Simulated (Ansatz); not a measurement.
**BH2Cl (SMILES BCl): levels of theory compared**

Aim: a comparison of 6 runs (UHF/STO-3G, CAM-B3LYP/STO-3G, UB3LYP/STO-3G, r2SCAN0/STO-3G, RPA@PBE/STO-3G, MP2/STO-3G) of BH2Cl. 

Program for the calculation: Ansatz 0.2.0.

56 further runs of the same task are left out: 2 that didn't finish, 54 set aside as unsound or not needed.

## 1. The structure to begin with

BH2Cl has 4 atoms, charge 0, and is taken as a singlet. As SMILES, `BCl`. The Cl2–B1 distance was set to 2.166 Å, away from the relaxed value.

Bond lengths: B1–Cl2 2.166 Å, B1–H3 1.190 Å, B1–H4 1.190 Å. Angles: Cl2–B1–H3 118.1°, Cl2–B1–H4 118.1°, H3–B1–H4 123.7°.

## 2. The energy at UHF/STO-3G (run 1)

File job.yaml:

```yaml
crystal:
  periodic: [false, false, false]
  atoms:
    - {symbol: B, position_ang: [-0.487115, 0.125947, -0.274420]}
    - {symbol: Cl, position_ang: [1.365000, -0.395300, 0.721200]}
    - {symbol: H, position_ang: [-1.476615, -0.455253, 0.041280]}
    - {symbol: H, position_ang: [-0.457015, 0.977047, -1.105720]}
basis:
  gaussian:
    orbitals: STO-3G
magnetization:
  spin_polarized: true
  initial_magnetization: 0
hamiltonian:
  xc: hf
accuracy: high
```

Command:

```bash
$ ansatz run job.yaml --threads 1 --pin off --max-ram 2610MiB --events-out events.jsonl --progress --plain --runs-dir runs
```

The log of the run:

```text
Warning: RAYON_NUM_THREADS=1 ignored (pool sized by the plan → 1); use --threads N
Functional definition: HF
  name "HF"
  exchange = exact_x
  correlation = 0
258 factors; integrals over basis functions are off by at most 1.2e-8 eV
mean field evaluation 1: about -13061.1660 eV, gradient 1.3e1 eV
mean field evaluation 2: about -13061.1792 eV, gradient 1.3e1 eV
mean field evaluation 4: about -13063.4866 eV, gradient 9.5e-1 eV
mean field evaluation 8: about -13063.4970 eV, gradient 2.6e-5 eV
mean field evaluation 16: about -13054.2726 eV, gradient 3.7e0 eV
mean field -13063.49703926 eV, -480.0746614365 hartree, gradient 6.4e-9 eV, S^2 0.000000; 0 other end points of the search recorded, 0 dependent functions left out
reference -13063.49703926 eV, -480.0746614365 hartree; 12, 12 occupied and 4, 4 virtual orbitals, 258 factors
Total energy: -13063.49703926 eV, -480.0746614365 hartree
```

Wall time 0.1 s (1 thread of Arm Neoverse V1, shared host).

## 3. The energy at CAM-B3LYP/STO-3G (run 2)

File in.yaml:

```yaml
crystal:
  periodic: [false, false, false]
  atoms:
    - {symbol: B, position_ang: [-0.487115, 0.125947, -0.274420]}
    - {symbol: Cl, position_ang: [1.365000, -0.395300, 0.721200]}
    - {symbol: H, position_ang: [-1.476615, -0.455253, 0.041280]}
    - {symbol: H, position_ang: [-0.457015, 0.977047, -1.105720]}
basis:
  gaussian:
    orbitals: STO-3G
accuracy: high
hamiltonian:
  xc: {name: CAM-B3LYP}
```

Command:

```bash
$ ansatz run in.yaml --threads 1 --pin off --max-ram 2610MiB --events-out events.jsonl --progress --plain --runs-dir runs
```

The log of the run:

```text
Warning: RAYON_NUM_THREADS=1 ignored (pool sized by the plan → 1); use --threads N
Functional definition: CAM-B3LYP
  name "CAM-B3LYP"
  parameter alpha = 0.19
  parameter beta = 0.46
  parameter omega = 0.33/bohr
  parameter ac = 0.81
  exchange = (1 - alpha - beta)*b88_x + beta*b88_x_sr(omega) + alpha*exact_x + beta*exact_x_lr(omega)
  correlation = (1 - ac)*vwn5_c + ac*lyp_c
258 factors; integrals over basis functions are off by at most 1.2e-8 eV
134 factors; integrals over basis functions are off by at most 9.9e-10 eV
mean field evaluation 1: about -13082.4396 eV, gradient 1.8e1 eV
mean field evaluation 2: about -13082.3151 eV, gradient 2.4e1 eV
mean field evaluation 4: about -13084.6268 eV, gradient 2.4e-1 eV
mean field evaluation 8: about -13084.5831 eV, gradient 1.5e-3 eV
mean field evaluation 16: about -13084.5831 eV, gradient 2.4e-8 eV
mean field -13084.58308396 eV, -480.8495592865 hartree, gradient 2.4e-8 eV, S^2 0.000000; 0 other end points of the search recorded, 0 dependent functions left out
reference -13084.58309593 eV, -480.8495597265 hartree; 12, 12 occupied and 4, 4 virtual orbitals, 258 factors
Total energy: -13084.58309593 eV, -480.8495597265 hartree
```

It took 0.85 s on 1 thread of Arm Neoverse V1, shared host.

Runs 3 to 4 aren't shown in full; the table further down has their settings and results.

## 4. The energy at RPA@PBE/STO-3G (run 5)

Changes to in.yaml since step 3:

```diff
@@ -10,4 +10,7 @@
     orbitals: STO-3G
+hamiltonian:
+  xc: {name: PBE}
+correlation:
+  method: rpa
+  frozen_orbitals: {B: 1, Cl: 5, H: 0}
 accuracy: high
-hamiltonian:
-  xc: {name: CAM-B3LYP}
```

Command:

```bash
$ ansatz run in.yaml --threads 1 --pin off --max-ram 2610MiB --events-out events.jsonl --progress --plain --runs-dir runs
```

The log of the run:

```text
Warning: RAYON_NUM_THREADS=1 ignored (pool sized by the plan → 1); use --threads N
Functional definition: PBE
  name "PBE"
  parameter kappa = 0.804
  parameter beta = 0.06672455060314922
  exchange = pbe_x(kappa = kappa, mu = beta*pi^2/3)
  correlation = pbe_c(beta = beta)
258 factors; integrals over basis functions are off by at most 1.2e-8 eV
mean field evaluation 1: about -13077.0921 eV, gradient 1.8e1 eV
mean field evaluation 2: about -13077.0492 eV, gradient 1.8e1 eV
mean field evaluation 4: about -13078.7235 eV, gradient 2.6e0 eV
mean field evaluation 8: about -13078.7611 eV, gradient 8.9e-2 eV
mean field evaluation 16: about -13078.7612 eV, gradient 1.9e-8 eV
mean field -13078.76115321 eV, -480.6356072777 hartree, gradient 1.8e-8 eV, S^2 0.000000; 0 other end points of the search recorded, 0 dependent functions left out
6 core orbitals not correlated: weight in the atoms' cores, before any rotation towards them, 1.000 or more for the frozen orbitals, at most 0.000 for the correlated occupied ones
reference -13063.11416845 eV, -480.0605911937 hartree; 6, 6 occupied and 4, 4 virtual orbitals, 258 factors
Total energy: -13066.42100500 eV, -480.1821151954 hartree
```

Wall time 1 s (1 thread of Arm Neoverse V1, shared host).

## 5. A single-point energy at MP2/STO-3G (run 6)

Changes to job.yaml since step 2:

```diff
@@ -10,7 +10,5 @@
     orbitals: STO-3G
-magnetization:
-  spin_polarized: true
-  initial_magnetization: 0
-hamiltonian:
-  xc: hf
+correlation:
+  method: mp2
+  frozen_orbitals: {B: 1, Cl: 5, H: 0}
 accuracy: high
```

Command:

```bash
$ ansatz run job.yaml --threads 1 --pin off --max-ram 2610MiB --events-out events.jsonl --progress --plain --runs-dir runs
```

The log of the run:

```text
Warning: RAYON_NUM_THREADS=1 ignored (pool sized by the plan → 1); use --threads N
[... 4 set-up lines as earlier in the session ...]
258 factors; integrals over basis functions are off by at most 1.2e-8 eV
mean field evaluation 1: about -13061.1660 eV, gradient 1.8e1 eV
mean field evaluation 2: about -13061.1792 eV, gradient 1.8e1 eV
mean field evaluation 4: about -13063.4866 eV, gradient 1.3e0 eV
mean field evaluation 8: about -13063.4970 eV, gradient 5.6e-5 eV
mean field -13063.49703926 eV, -480.0746614365 hartree, gradient 8.3e-9 eV, S^2 0.000000; 0 other end points of the search recorded, 0 dependent functions left out
6 core orbitals not correlated: weight in the atoms' cores, before any rotation towards them, 1.000 or more for the frozen orbitals, at most 0.000 for the correlated occupied ones
reference -13063.49703926 eV, -480.0746614365 hartree; 6, 6 occupied and 4, 4 virtual orbitals, 258 factors
second order -1.25409409 eV of doubles, -0.00000000 eV of singles
Total energy: -13064.75113335 eV, -480.1207485442 hartree
```

Wall time 0.08 s (1 thread of Arm Neoverse V1, shared host).

## 6. All runs side by side

```csv
run,level,frozen core orbitals,energy (Eh),wall time
1,UHF/STO-3G,–,-480.074661,0.1 s
2,CAM-B3LYP/STO-3G,–,-480.849560,0.85 s
3,UB3LYP/STO-3G,–,-480.890734,1.2 s
4,r2SCAN0/STO-3G,–,-480.870491,1.9 s
5,RPA@PBE/STO-3G,6,-480.182115,1 s
6,MP2/STO-3G,6,-480.120749,0.08 s
```

## 7. What came out

| quantity | value |
| --- | --- |
| run 6: total energy | -480.12075 Eh |
| run 6: correlation energy (6 core orbitals frozen) | -46.1 mEh |

What this shows: Totals of different functionals can't be ranked against each other. In runs 1, 2, 3, 4, 5, 6 the basis is minimal, so the values are rough. All runs together took 5.2 s, the longest 1.9 s.
